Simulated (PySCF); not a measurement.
Magnesium: a sound run and one with changed settings

Sound run: Mg [Ne] 3s2, Mg⁺ [Ne] 3s1. Computed with PySCF 2.14 in def2-SVP, with the non-relativistic Hamiltonian (point nucleus). The sound run starts from symmetry-adapted Hartree-Fock orbitals and uses a fine grid where one is needed.

A second run was set up differently.

```csv
species,method,sound run (hartree),changed run (hartree),converged
Mg,UHF,-199.53481,-199.53481,yes
Mg,B3LYP,-200.02024,-200.02024,yes
Mg,MN15,-199.88504,-199.88537,yes
Mg⁺,UHF,-199.29272,-199.29272,yes
Mg⁺,B3LYP,-199.73546,-199.73542,yes
Mg⁺,MN15,-199.60677,-199.60817,yes
```

Ionisation energy of Mg:

```
method  sound run (eV)  changed run (eV)
   UHF           6.588             6.588
 B3LYP           7.749             7.750
  MN15           7.572             7.543
```

**Question.** What was changed?
A. radial grid too coarse
B. level shift left on
C. basis contracted for another Hamiltonian
D. all electrons correlated in a valence basis

**Answer.** A. It used radial step 0.3 in ln r (0.13 in the sound run). A coarse radial grid mis-integrates the density and the exchange-correlation energy, with errors of either sign; Hartree-Fock needs no grid.
